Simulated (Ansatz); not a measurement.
Basis-set extrapolation for `NCCCF` (PBE0-D4/def2-TZVP geometry, frozen core, Ansatz). Multiplicity 1, RHF reference.

```tsv
	def2-TZVPP	def2-QZVPP
HF	-272.252610	-272.265496
MP2 correlation	-0.985692	-1.058579
CCSD(T) correlation	-1.063534	not run
```

Energies in hartree. Use E(X) = E(∞) + A·exp(−7.88·√X) for Hartree–Fock and E(X) = E(∞) + B·X^(−2.97) for correlation, with X = 3 and 4, and add CCSD(T) minus MP2 of the smaller set to the MP2 limit.

**Question.** What is the CCSD(T) energy at the basis-set limit?

**Answer.** HF limit: -272.265496 + (-0.012886) × 0.13774 = -272.26727. MP2 limit: -1.058579 + (-0.072887) × 0.74074 = -1.11257. Higher-order term: -1.063534 − (-0.985692) = -0.07784. Total: -273.45768 hartree, 371.6 kJ/mol below CCSD(T)/def2-TZVPP.
